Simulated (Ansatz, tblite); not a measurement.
# The cluster Be4+: a ladder of methods and basis sets

An exercise on one series of results from a longer session: the logs are not shown, and one member is left open.

The runs use Ansatz 0.2.0, Gaussian basis; as each input shows.

Levels to be run: GFN1-xTB, GFN2-xTB, PBE/def2-TZVP, r2SCAN/def2-TZVP, B3LYP/def2-TZVP, ωB97X-V/def2-TZVP, ωB97M-V/def2-TZVP, BLYP/def2-TZVP, PBE-QIDH/def2-TZVP, PBE+5HF/def2-TZVP, PBE+10HF/def2-TZVP, PBE+15HF/def2-TZVP, PBE+35HF/def2-TZVP, PBE+50HF/def2-TZVP, PBE/def2-SVP, PBE0/def2-SVP, HF/STO-3G, HF/6-31G, B3LYP/6-31G, CCSD(T)/def2-TZVPP, MP2/def2-TZVP, RPA/def2-TZVP.

### The relaxed structure

The geometry is that of the doublet, from an earlier relaxation (PBE/def2-TZVP). At that level it is the lowest of the isomers that a small search found.

4 atoms, charge 1, spin multiplicity 2.

Bond lengths: Be1–Be2 2.145 Å, Be1–Be3 2.145 Å, Be2–Be4 2.145 Å, Be3–Be4 2.145 Å. Angles: Be2–Be1–Be3 90.0°, Be1–Be2–Be4 90.0°, Be1–Be3–Be4 90.0°, Be2–Be4–Be3 90.0°.

The ion is computed in the gas phase, without counter-ions or solvent.

PBE0/def2-TZVP was run before; its log isn't repeated, and its numbers join the tables.

Set-up of the first run:

Tight binding, by tblite at 300 K electronic temperature and without a spin-polarisation term:

```python
tblite.interface.Calculator('GFN1-xTB', numbers, positions, charge=1, uhf=1).singlepoint()
```

Tight binding, by tblite at 300 K electronic temperature and without a spin-polarisation term:

```python
tblite.interface.Calculator('GFN2-xTB', numbers, positions, charge=1, uhf=1).singlepoint()
```

start.molden holds the orbitals of an earlier run on this state, given as this run's starting guess.

in.yaml

```yaml
crystal:
  periodic: [false, false, false]
  atoms:
    - {symbol: Be, position_ang: [0.414475, -1.040551, -1.022170]}
    - {symbol: Be, position_ang: [-0.248226, 0.997204, -1.115493]}
    - {symbol: Be, position_ang: [0.249253, -0.996859, 1.115560]}
    - {symbol: Be, position_ang: [-0.415502, 1.040206, 1.022102]}
basis:
  gaussian: {orbitals: def2-TZVP, initial_orbitals: start.molden}
total_charge: 1
magnetization: {spin_polarized: true, initial_magnetization: 1}
hamiltonian: {xc: pbe}
scf: {omitted_lower_state_checks: [starts]}
output: {forces: true, orbitals: {seedname: orbitals}}
```

The run is started by

```bash
ansatz run in.yaml --threads 4 --pin off --events-out ev --progress --plain --max-ram 3916MiB
```

Steps of the session up to this table: PBE/def2-TZVP; r2SCAN/def2-TZVP; B3LYP/def2-TZVP; ωB97X-V/def2-TZVP; ωB97M-V/def2-TZVP; BLYP/def2-TZVP; PBE-QIDH/def2-TZVP; PBE+5HF/def2-TZVP; PBE+10HF/def2-TZVP; PBE+15HF/def2-TZVP; PBE+35HF/def2-TZVP; PBE+50HF/def2-TZVP; PBE/def2-SVP; PBE0/def2-SVP; HF/STO-3G; HF/6-31G; B3LYP/6-31G; CCSD(T)/def2-TZVPP; MP2/def2-TZVP; RPA/def2-TZVP.

One of the session's tables, all rows but one given; the rest of the session is left out.

```
             level  HOMO (eV)  LUMO (eV)  gap (eV)
         HF/STO-3G     -11.44      -3.33      8.11
          HF/6-31G     -12.09      -4.70      7.39
      PBE/def2-SVP      -9.26      -8.88      0.38
     PBE/def2-TZVP      -9.20      -8.87      0.33
    BLYP/def2-TZVP      -9.04      -8.59      0.45
  r2SCAN/def2-TZVP      -9.41      -8.63      0.78
       B3LYP/6-31G      -9.84      -7.99      1.84
   B3LYP/def2-TZVP          ?          ?         ?
     PBE0/def2-SVP     -10.13      -8.01      2.12
    PBE0/def2-TZVP     -10.07      -7.98      2.09
 ωB97X-V/def2-TZVP     -12.09      -5.82      6.27
 ωB97M-V/def2-TZVP     -11.50      -6.09      5.41
 PBE+5HF/def2-TZVP      -9.37      -8.69      0.68
PBE+10HF/def2-TZVP      -9.54      -8.51      1.04
PBE+15HF/def2-TZVP      -9.72      -8.33      1.39
PBE+35HF/def2-TZVP     -10.43      -7.63      2.80
PBE+50HF/def2-TZVP     -10.98      -7.12      3.86
```

Q: Estimate the row for B3LYP/def2-TZVP from the others.

The run gave: HOMO (eV): -9.89; LUMO (eV): -8.05; gap (eV): 1.84. In the column «HOMO (eV)» it lies between PBE0/def2-TZVP (-10.07) and B3LYP/6-31G (-9.84).
